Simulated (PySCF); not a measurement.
CH2O2.

```xyz
5

O     -0.0900     1.1107     0.0000
C      0.3966    -0.1327     0.0000
O     -0.2622    -1.1287     0.0000
H     -1.0567     1.0414     0.0000
H      1.4952    -0.1014     0.0000
```

Geometry optimised at PBE0-D3(BJ)/def2-TZVP. Other conformers were not sampled.

These are PBE0/pcSseg-2 (PySCF) values and carry that method's errors. Non-relativistic, no solvent.

Computed absolute GIAO shielding of each atom: isotropic value and principal components (ppm):
```
atom  σ(iso)     σ11     σ22    σ33   span
----  ------  ------  ------  -----  -----
O1     117.2   -50.6   151.1  250.9  301.4
C2      17.4   -89.7    61.9   80.0  169.7
O3    -107.2  -360.5  -223.5  262.4  622.9
H4      25.4    20.8    23.3   32.1   11.3
H5      23.5    20.3    23.8   26.6    6.3
```
